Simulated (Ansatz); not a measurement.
The cation of `BB[SiH3]` at the neutral geometry.

```yaml
crystal:
  periodic: [false, false, false]
  atoms:
    - {symbol: B, position_ang: [-1.223492, 0.956186, -0.749963]}
    - {symbol: B, position_ang: [0.327521, 0.568608, -0.579942]}
    - {symbol: Si, position_ang: [0.742637, -0.902988, 0.748655]}
    - {symbol: H, position_ang: [-1.939692, 0.375726, -1.519536]}
    - {symbol: H, position_ang: [-1.755695, 1.764263, -0.038719]}
    - {symbol: H, position_ang: [1.280647, 1.033506, -1.134736]}
    - {symbol: H, position_ang: [1.445531, -2.005386, 0.033436]}
    - {symbol: H, position_ang: [1.656729, -0.356483, 1.791138]}
    - {symbol: H, position_ang: [-0.445686, -1.479731, 1.432468]}
basis:
  gaussian: {orbitals: def2-TZVPP}
total_charge: 1
magnetization: {spin_polarized: true, initial_magnetization: 1}
hamiltonian: {xc: r2scan, dispersion: d4}
```

```sh
$ ansatz run in.yaml --threads 2 --pin off --events-out ev --progress --plain --max-ram 4352MiB
```

Output, abridged:

```
Functional definition: r2SCAN
980 factors; their error is unknown
mean field evaluation 1: about -9307.6167 eV, gradient 2.8e1 eV
mean field evaluation 2: about -9297.4736 eV, gradient 4.4e1 eV
mean field evaluation 4: about -9314.6939 eV, gradient 4.0e0 eV
mean field evaluation 8: about -9314.8517 eV, gradient 1.3e-1 eV
mean field evaluation 16: about -9314.8221 eV, gradient 1.3e-3 eV
mean field -9314.82207495 eV, -342.3133974411 hartree, gradient 4.6e-5 eV, S^2 0.760019; 4 other end points of the search recorded, 0 dependent functions left out
reference -9314.82209261 eV, -342.3133980903 hartree; 15, 14 occupied and 173, 174 virtual orbitals, 980 factors
Total energy: -9314.84840544 eV, -342.3143650690 hartree
```

Hardware: 2 threads of an INTEL XEON PLATINUM 8581C on a shared host. Wall time 6 s, peak host memory 0.35 GiB.
